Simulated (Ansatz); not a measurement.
fcc Ag, treated with PBE in Ansatz (plane waves, PAW).

Numerical settings: plane-wave cutoff 520 eV, 20×20×20 k mesh, Fermi–Dirac smearing 0.1 eV, perturbation theory, no spin polarisation, scalar-relativistic PAW data made under PBE.

Computed at the level's own relaxed cell.

```xyz
1
Lattice="0.0000 2.0738 2.0738 2.0738 0.0000 2.0738 2.0738 2.0738 0.0000" Properties=species:S:1:pos:R:3 pbc="T T T"
Ag     0.0000     0.0000     0.0000
```

Harmonic phonon frequencies (cm⁻¹; i marks an imaginary mode):

```tsv
q point	frequencies
X	105 105 156
L	71 71 158
W	(withheld)
```

Q: Complete the blanks.

A: 
- W, frequencies: 100 129 129

No imaginary mode appears at these points.

Ansatz is a quantum-chemistry and plane-wave program.
